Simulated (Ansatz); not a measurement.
Si₂OH₆⁻, that is (H3Si)2O with one electron more. Total charge -1; doublet. Geometry r2SCAN-D4/def2-TZVP, that of the neutral singlet; atoms count from 1.

| atom | x (Å) | y (Å) | z (Å) |
| --- | --- | --- | --- |
| Si1 | 1.1055 | 0.9646 | -0.5525 |
| H2 | 1.4165 | 1.8089 | 0.6290 |
| H3 | 0.9970 | 1.8180 | -1.7583 |
| H4 | 2.1981 | -0.0246 | -0.7391 |
| O5 | -0.3240 | 0.1987 | -0.3369 |
| Si6 | -1.1549 | -0.9341 | 0.5012 |
| H7 | -2.5642 | -0.9062 | 0.0459 |
| H8 | -0.5778 | -2.2801 | 0.2535 |
| H9 | -1.0963 | -0.6453 | 1.9573 |

The highest occupied level of the charge -1 doublet lies above zero (up to 2.25 eV). By energy differences it is unbound by 0.92 eV (vertical, to the charge 0 singlet, at PBE0-D4/def2-TZVPD) and held by the finite basis.

(1) Estimate the Mulliken populations from the PBE0/def2-TZVPD orbitals of Ansatz.

(2) Where does the spin sit?

Results:

(1) 
```
atom  charge (e)  spin (α − β)
 Si1        0.71         -0.50
  H2       -0.07          0.02
  H3       -0.09          0.03
  H4       -0.07          0.02
  O5       -1.96          1.86
 Si6        0.70         -0.50
  H7       -0.09          0.04
  H8       -0.07          0.02
  H9       -0.07          0.02
```
Mulliken values and Mayer orders depend strongly on the basis. With diffuse functions, as here, like atoms can get unlike values, and bond orders can come out too low or too high.

(2) Summed by element: Si -1.00, H 0.14, O 1.86, of 1 unpaired in all. Largest on single atoms: O5 1.86, Si1 -0.50, Si6 -0.50.
